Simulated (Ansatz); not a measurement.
A nudged elastic band was laid between two geometries of CH4BO (7 atoms, charge 0, multiplicity 2).

Theory: UKS PBE-D4/6-31G* in Ansatz.

```
movable images  : 7
climbing image  : yes
spring          : 5.0 eV/Å²
optimiser       : quadratic models (default)
start path      : through a guess of the saddle point
force threshold : 0.03 eV/Å
iteration limit : 60
end points      : relaxed
```

Image 0:

```xyz
7
Properties=species:S:1:pos:R:3
C -0.721 0.393 -0.333
B 0.564 -0.505 -0.247
O 1.312 -0.593 0.887
H -1.609 -0.235 -0.534
H -0.652 1.098 -1.181
H -0.903 0.970 0.594
H 2.070 -1.197 0.768
```

Image 8:

```xyz
7
Properties=species:S:1:pos:R:3
C -0.657 0.903 -0.146
B 0.107 -0.430 -0.147
O 1.127 -0.582 0.770
H -0.155 -1.333 -0.914
H -1.481 1.119 -0.836
H -0.419 1.717 0.550
H 1.539 -1.462 0.679
```

**Question.** What changes between the two ends?

**Answer.** Bonds broken: C1–H4. Bonds formed: B2–H4.

**Question.** Give the energies along the band, and the barrier.

**Answer.** It converged. The highest image is number 4 of 0 to 8, 33.3 kcal/mol above the first end and 38.7 kcal/mol above the last; the last end lies 5.4 kcal/mol below the first. A vibrational analysis at the climbing image gives one clearly imaginary mode, 1357i cm⁻¹: a first-order saddle point.

```
image  path coordinate (Å)  energy (kcal/mol)  C1–H4 (Å)  B2–H4 (Å)
    0                 0.00                0.0       1.11       2.21
    1                 0.42                0.2       1.11       2.17
    2                 0.83                3.4       1.11       1.97
    3                 1.25               15.5       1.18       1.62
    4                 1.67               33.3       1.52       1.33
    5                 2.11               14.0       1.96       1.22
    6                 2.55                0.0       2.27       1.21
    7                 2.99               -4.3       2.39       1.21
    8                 3.43               -5.4       2.42       1.21
```

**Question.** What is the geometry of the highest image?

**Answer.** 
```xyz
7
Properties=species:S:1:pos:R:3
C -0.597 0.767 -0.251
B 0.458 -0.275 -0.219
O 1.397 -0.597 0.733
H -0.776 -0.732 -0.421
H -1.136 1.009 -1.174
H -0.969 1.286 0.650
H 1.685 -1.525 0.637
```

**Question.** What are the harmonic wavenumbers there?

**Answer.** 1357i, 339, 461, 528, 779, 854, 934, 1056, 1149, 1372, 1455, 1986, 3015, 3153, 3688 cm⁻¹.

The run took 59 s on 1 thread of Intel(R) Xeon(R) 6975P-C (Granite Rapids), with other jobs on the host, peak memory 0.21 GiB.
